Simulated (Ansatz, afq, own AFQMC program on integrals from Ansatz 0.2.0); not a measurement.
Two steps: Ansatz 0.2.0 writes the Fock matrix and Cholesky factors of the valence space, and afq projects on them the lowest state that overlaps trial and start.

```yaml
crystal:
  periodic: [false, false, false]
  atoms:
    - {symbol: S, position_ang: [0.000000, 0.000000, 0.000000]}
basis:
  gaussian: {orbitals: def2-TZVPP}
magnetization: {spin_polarized: true, initial_magnetization: 2}
correlation: {method: ccsd_t, electrons: outside_noble_gas, hamiltonian_folder: ham}
```

```sh
$ ansatz run in.yaml --threads 1 --pin off --events-out ev --progress --plain --max-ram 24576MiB --backend cuda --devices 0, --max-vram 18GiB
```

Options of the walk:

```
--method free --trial cisd --walkers 4000 --time-step 0.03 --max-blocks 4000 --target-error 0.00018 --factor-cut 1e-05 --seed 9507 --times 0,0.3,0.6,1.2,1.8,2.4,3.6,4.8,6 --taylor-order 8
```

Times are imaginary, in 1/Eh. The walk had a cap of 61 s.

Log:

```
orbitals 37  electrons 4 2  factors 230 of 235
reference energy -397.50199838 Eh
CCSD correlation -0.14000316 Eh in 7 cycles, weight of the determinant in the CISD state 0.9304
repeat  energy at the last time / Eh  error
    10  -397.647836  0.000077
    20  -397.647815  0.000059
    30  -397.647758  0.000056
time / (1/Eh)  energy / Eh  error  mean overlap
  0.00  -397.642011  0.000008  1.0750
  0.30  -397.645518  0.000019  1.0744
  0.60  -397.646679  0.000023  1.0771
  1.20  -397.647393  0.000027  1.0781
  1.80  -397.647583  0.000028  1.0804
  2.40  -397.647629  0.000029  1.0831
  3.60  -397.647655  0.000032  1.0909
  4.80  -397.647631  0.000072  1.0952
  6.00  -397.647768  0.000055  1.0903
energy -397.647768 +/- 0.000055 Eh
```

The run passed its tests (error under three times the target), which doesn't prove that it has relaxed.

Against this walk (error 1.5 meV) on the same determinant: CCSD(T) 28.0 meV higher, CCSDT(Q) 3.0 meV higher (within the noise), CCSDTQ 2.6 meV higher (within the noise), full CI (a separate run on its own orbitals, whose frozen core shifts it by up to a few meV) 6.1 meV higher. The error is statistical, and a free projection of finite length keeps a remainder of its start.

Cautions: remainder of the start not in the error; full CI with its own frozen core.

The walk took 55 s on 1 × NVIDIA H100 80GB HBM3 with 2 threads of AMD EPYC 7R13 Processor (Zen 3), with other jobs on the host (the card was shared). The log's last line is the free-projection energy.

CCSDT and higher add their correlation energy to the determinant of the CCSD(T) run, since their own runs factorise the integrals more tightly (a shift of under 2 meV). A walk keeps the symmetry of its determinant, which the program's search chose and which needn't be the lowest solution, so a lower state of the same spin and another symmetry isn't excluded.
